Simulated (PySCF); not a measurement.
Fluoromethylsilane, CH5FSi.
SMILES: `F[SiH2]C`

The closed-shell ground state was solved at several levels (PySCF, density fitting, gas phase, non-relativistic). Geometry: PBE0-D3(BJ)/def2-TZVP; no solvent, vibrations or thermal averaging.

| level | basis functions | HOMO (eV) | LUMO (eV) | gap (eV) | dipole (D) |
| --- | --- | --- | --- | --- | --- |
| PBE0/pcSseg-2 | 185 | -9.27 | 0.39 | 9.66 | 1.80 |
| PBE0/aug-cc-pVTZ | 257 | -9.25 | -0.09 | 9.16 | 1.77 |
| wB97X-D/aug-cc-pVTZ | 257 | -11.15 | 0.84 | 11.99 | 1.76 |

What might CAM-B3LYP/aug-cc-pVTZ (257 basis functions) give for the same quantities?

HOMO -10.68 eV, LUMO 0.25 eV, gap 10.93 eV, dipole 1.78 D.

Over all these levels, which gives the widest orbital gap and which the narrowest?

wB97X-D/aug-cc-pVTZ (range-separated hybrid) has the widest, 11.99 eV, and PBE0/aug-cc-pVTZ (global hybrid, 25 % exact exchange) the narrowest, 9.16 eV. The two share the basis. From the narrowest to the widest the HOMO moves by -1.90 eV and the LUMO by +0.93 eV.

How far do the dipole and the HOMO energy spread over the levels?

The dipole runs from 1.76 to 1.80 D (mean 1.78 D) and the HOMO from -11.15 to -9.25 eV.
